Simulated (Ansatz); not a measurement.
# AlHCl2 (SMILES [Cl][AlH][Cl]): functionals against CCSD(T) at one geometry

One table from this session's results is given with a row withheld; the runs are named, their logs left out.

Program: Ansatz 0.2.0, Gaussian basis. Level of theory: single points in def2-TZVPP. These are calculated values, not measurements.

Correlated methods freeze the cores.

## The starting structure

SMILES `[Cl][AlH][Cl]`, 4 atoms, charge 0, spin multiplicity 1.

Atoms are counted from 1 here; the program's logs count them from 0.

Bond lengths: Cl1–Al2 2.015 Å, Al2–Cl3 2.026 Å, Al2–H4 1.558 Å. Angles: Cl1–Al2–Cl3 125.2°, Cl1–Al2–H4 116.5°, Cl3–Al2–H4 118.3°.

Coordinates:

```
Cl   -1.21670    0.69550    1.37790
Al    0.07720    0.04250   -0.02160
Cl   -0.09420   -1.69360   -1.05210
H     1.30350    0.95690   -0.31570
```

The first run:

File run/in.yaml:

```yaml
crystal:
  periodic: [false, false, false]
  atoms:
    - {symbol: Cl, position_ang: [-1.216700, 0.695500, 1.377900]}
    - {symbol: Al, position_ang: [0.077200, 0.042500, -0.021600]}
    - {symbol: Cl, position_ang: [-0.094200, -1.693600, -1.052100]}
    - {symbol: H, position_ang: [1.303500, 0.956900, -0.315700]}
basis:
  gaussian: {orbitals: def2-TZVPP}
correlation: {method: ccsd_t}
output: {forces: true}
```

No record of the launch command was kept for these runs.

Steps of the session up to this table: CCSD(T)/def2-TZVPP; PBE0-D4/def2-TZVPP; wB97M-V/def2-TZVPP; r2SCAN-D4/def2-TZVPP; PBE-D4/def2-TZVPP; revPBE-D4/def2-TZVPP; BHLYP-D4/def2-TZVPP.

One of the session's tables, all rows but one given; the rest of the session is left out.

| method | RMS force component (eV/Å) | angle to CCSD(T) forces (°) | dipole (D) |
| --- | --- | --- | --- |
| CCSD(T) | 0.726 | reference | 0.35 |
| PBE0-D4 | 0.641 | 1.9 | 0.40 |
| wB97M-V | 0.693 | 3.9 | 0.37 |
| r2SCAN-D4 | 0.662 | 1.1 | 0.35 |
| PBE-D4 | 0.734 | 5.5 | 0.34 |
| revPBE-D4 | 0.790 | 5.9 | 0.32 |
| BHLYP-D4 | ? | ? | ? |

Q: Estimate the row for BHLYP-D4 from the others.

The run gave: RMS force component (eV/Å): 0.642; angle to CCSD(T) forces (°): 7.1; dipole (D): 0.44. In the column «RMS force component (eV/Å)» it lies between PBE0-D4 (0.641) and r2SCAN-D4 (0.662).
